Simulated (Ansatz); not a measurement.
## Ansatz (development build ahead of 0.2.0) run

```yaml
crystal:
  periodic: [false, false, false]
  atoms:
    - { symbol: B, position_ang: [0.0, 0.0, 0.0] }
    - { symbol: "N", position_ang: [0.0, 0.0, 1.281] }
basis:
  gaussian: { orbitals: def2-SVP }
magnetization:
  spin_polarized: true
  initial_magnetization: 2
hamiltonian:
  xc: hf
correlation:
  method: mp2
  frozen_orbitals: { B: 1, "N": 1 }
scf:
  omitted_lower_state_checks: [starts, atomic_configurations, cluster_reference, orbital_swaps, given_window_search, neighbouring_geometries, increment]
```

The input is written out in the form of the current development build from the run's settings.

The run gave:

```yaml
Converged: yes
Reference_energy: -78.92426 hartree
Correlation_energy: -0.17427 hartree
Total_energy: -79.09853 hartree
Spin_squared_of_the_determinant: 2.039
Stability_test: minimum
Occupied_orbitals_by_symmetry_in_an_Abelian_subgroup_alpha;_beta: 5 A1 1 B1 1 B2; 4 A1 1 B1
```

Messages of the program:
```
mean field -2147.63856026 eV, -78.9242613677 hartree, gradient 2.7e-6 eV, S^2 2.038664; 0 other ends of a descent, 0 dependent functions left out
```

Caution: another spin multiplicity may lie lower.
